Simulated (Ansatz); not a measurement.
Conformers of `C1CCOCC1`, each relaxed with PBE0-D4/def2-TZVP in Ansatz. CBS adds the triple-zeta coupled-cluster correction to the MP2 limit.

Not all of them had a frequency check.

Conformer A:

Z-matrix (Å, degrees):
```
C
C 1 1.531
C 1 1.520 2 109.5
H 1 1.094 2 109.6 3 -119.5
H 1 1.092 2 110.7 3 122.9
C 2 1.531 1 109.8 3 32.7
H 2 1.095 1 110.5 3 -87.8
H 2 1.093 1 110.0 3 154.4
C 3 1.531 1 109.3 2 -62.1
H 3 1.095 1 109.3 2 58.9
H 3 1.093 1 111.6 2 176.5
O 6 1.409 2 110.8 1 30.3
H 6 1.101 2 110.7 1 -91.8
H 6 1.091 2 111.5 1 149.0
H 9 1.093 3 110.6 1 -91.3
H 9 1.100 3 110.5 1 149.4
```

Conformer B:

Z-matrix (Å, degrees):
```
C
C 1 1.523
C 1 1.523 2 109.9
H 1 1.097 2 109.2 3 -119.7
H 1 1.093 2 110.9 3 123.0
C 2 1.518 1 110.1 3 51.8
H 2 1.095 1 109.8 3 -67.9
H 2 1.094 1 111.1 3 173.5
C 3 1.518 1 110.1 2 -51.8
H 3 1.095 1 109.8 2 67.9
H 3 1.094 1 111.1 2 -173.5
O 6 1.410 2 111.9 1 -56.0
H 6 1.092 2 111.4 1 -174.9
H 6 1.103 2 109.7 1 65.8
H 9 1.103 3 109.7 1 -65.8
H 9 1.092 3 111.4 1 174.9
```

**Question.** Which is lowest in electronic energy at CCSD(T)/CBS (frozen core, def2 sets), and by how much? (Best estimate.)

**Answer.** The calculation gave: B; A lies 23.4 kJ/mol higher.

**Question.** Give the energies relative to B (kJ/mol) with r2SCAN-D4/def2-TZVPP, ωB97X-V/def2-TZVPP, ωB97M-V/def2-TZVPP, B3LYP/def2-TZVPP, HF/def2-TZVPP, MP2/def2-TZVPP, MP2/CBS(def2). (Estimate.)

**Answer.** Computed: 
```
               level     A
r2SCAN-D4/def2-TZVPP  24.9
  ωB97X-V/def2-TZVPP  23.4
  ωB97M-V/def2-TZVPP  23.1
    B3LYP/def2-TZVPP  24.6
       HF/def2-TZVPP  25.7
      MP2/def2-TZVPP  24.0
       MP2/CBS(def2)  24.1
```

B3LYP here is the variant with VWN-RPA as its local correlation; programs differ in this.
